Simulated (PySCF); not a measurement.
# Core-level binding energies of pentane

Species: pentane, C5H12.
Cartesian coordinates in Å at the PBE0-D3(BJ)/def2-SVP level; atoms count from 1:
```xyz
17
C5H12 angstrom
C     -2.545   -0.270    0.309
C     -1.239    0.429    0.650
C     -0.016   -0.236    0.034
C      1.298    0.457    0.370
C      2.513   -0.214   -0.250
H     -3.409    0.233    0.768
H     -2.713   -0.293   -0.780
H     -2.543   -1.315    0.661
H     -1.284    1.482    0.318
H     -1.115    0.468    1.747
H      0.032   -1.290    0.364
H     -0.136   -0.275   -1.065
H      1.246    1.510    0.039
H      1.415    0.497    1.468
H      2.440   -0.236   -1.349
H      3.445    0.310    0.011
H      2.611   -1.257    0.092
```

Level of theory: delta-SCF UKS SCAN, pcX-2 on the ionised atom, pcseg-1 elsewhere, spin-free X2C (PySCF). Each binding energy is the total energy of the core-ionised species, with the hole localised on one atom, minus that of the ground state; both are solved self-consistently, so orbital relaxation is included.

Question: Give the core binding energies atom by atom.

Answer: 
| atom(s) | bonded to | level | binding energy (eV) | above the level's lowest (eV) | count |
| --- | --- | --- | --- | --- | --- |
| C1/C5 | C and 3 H | C 1s | 290.48 | +0.17 | 2 |
| C2/C4 | 2 C and 2 H | C 1s | 290.42 | +0.11 | 2 |
| C3 | 2 C and 2 H | C 1s | 290.31 | 0.00 | 1 |

The 3 C 1s values lie within 0.17 eV of each other; Gaussian lines of 0.5 eV full width would blend them into one maximum.

Question: Express the binding energy of C 1s of C3 in atomic units and per mole.

Answer: 290.31 eV = 10.6687 Eh = 28011 kJ/mol.

Atoms equivalent by their bonding share one computed value, that of the first of them. Isolated species at its PBE0-D3(BJ)/def2-SVP geometry (one conformer only).
